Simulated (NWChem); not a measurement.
Molecule: ethanol (C2H6O); SMILES C(C)O

```xyz
9

C      0.2487    -1.2036     0.0330
C     -0.5415     0.0900    -0.0189
O      0.2657     1.2331     0.0847
H     -0.4167    -2.0808     0.0084
H      0.8528    -1.2501     0.9518
H      0.9345    -1.2858    -0.8272
H     -1.1654     0.1124    -0.9364
H     -1.2425     0.1340     0.8303
H      0.8768     1.2319    -0.6592
```
Atoms are numbered in this order, from 1.

Program: NWChem. Geometry optimised at PBE0/def2-SVP; all other runs use it. 

| quantity | level | value |
|---|---|---|
| cavity-dispersion-structure term (kcal/mol) in water | PBE0/def2-SVP, SMD | 2.4 |
| anisotropy (bohr³), static | PBE/def2-SVPD | 4.5 |
| −ε(HOMO) (eV) | PBE/def2-SVP | 5.81 |
| vertical, lowest excitation, singlet (eV) | PBE/def2-SVPD, TDA | 6.22 |
| dipole (D) | PBE0/def2-SVP | 1.62 |
| highest harmonic frequency (cm⁻¹) | PBE0/def2-SVP | 3879 |
